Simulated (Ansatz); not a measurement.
**Scan of [CH3···H···H], doublet**

Starting geometry:

```xyz
6

C    -0.1390    0.0000    0.0000
H    -0.5022    1.0273    0.0000
H    -0.5022   -0.5137    0.8897
H    -0.5022   -0.5137   -0.8897
H     0.9506    0.0000    0.0000
H     2.2130    0.0000    0.0000
```

From there H5 is moved from one fragment to the other while all else, the fragments' distance too, stays fixed, so the hump isn't the reaction's barrier; atoms are numbered as listed. Energies are in kcal/mol, counted from the starting geometry at the same level.

Basis 6-31G; Ansatz 0.2.0. Correlated methods freeze the noble-gas cores. R marks a restricted (for open shells ROHF) determinant, U an unrestricted one.

Full CI is exact within this basis and frozen core; it isn't the basis-set limit. The frozen core follows each run's orbitals, which can shift R against U totals by a few meV.

```csv
distance C1-H5 (Å),UMP2
1.013,2.2
1.090,0.0
1.164,2.1
1.237,6.1
1.311,10.5
1.385,13.5
1.459,14.3
1.533,13.5
1.607,13.2
```

Question: Estimate the full CI curve in 6-31G from this one, knowing how UMP2 errs.

Answer: The computed full CI values, in kcal/mol from the starting point, and the error of UMP2 against them:
| distance C1-H5 (Å) | full CI | UMP2 less full CI |
| --- | --- | --- |
| 1.013 | 2.7 | -0.5 |
| 1.090 | 0.0 | 0.0 |
| 1.164 | 1.4 | 0.7 |
| 1.237 | 4.5 | 1.6 |
| 1.311 | 7.8 | 2.7 |
| 1.385 | 9.9 | 3.6 |
| 1.459 | 10.4 | 3.9 |
| 1.533 | 9.9 | 3.6 |
| 1.607 | 10.1 | 3.1 |

The error spans 4.3 kcal/mol and is largest, 3.9 kcal/mol, at 1.459 Å.
